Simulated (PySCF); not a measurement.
Vibration and rotation of LiMg⁺

RHF-CCSD(T) constants of LiMg⁺, ¹Σ⁺ (singlet), closed shell (basis Li pcseg-2, Mg pcseg-2; no relativity; PySCF 2.14; masses 7.0160 and 23.9850 u):

* ωe: 277.2 cm⁻¹
* ωexe: 2.62 cm⁻¹
* Be: 0.37657 cm⁻¹
* αe: 0.00488 cm⁻¹
* De to Li⁺ + Mg: 0.77 eV

**Question.** What force constant and bond length do these constants imply?

**Answer.** Reduced mass μred = 5.4282 u; k = 5.8918×10⁻⁷·μred·ωe² (u, cm⁻¹, mdyn/Å) = 0.246 mdyn/Å; Re = √(16.8576/(μred·Be)) (u, cm⁻¹, Å) = 2.872 Å.

**Question.** Estimate the centrifugal constant D from the Kratzer relation and find the Dunham coefficient a1.

**Answer.** D = 4Be³/ωe² = 2.78e-06 cm⁻¹; a1 = −1 − αeωe/(6Be²) = -2.59.

Correlated steps freeze 1 core orbital. For an ion De counts to the pair picked by the measured ionisation energies or electron affinities, which need not be the lowest pair at this level.
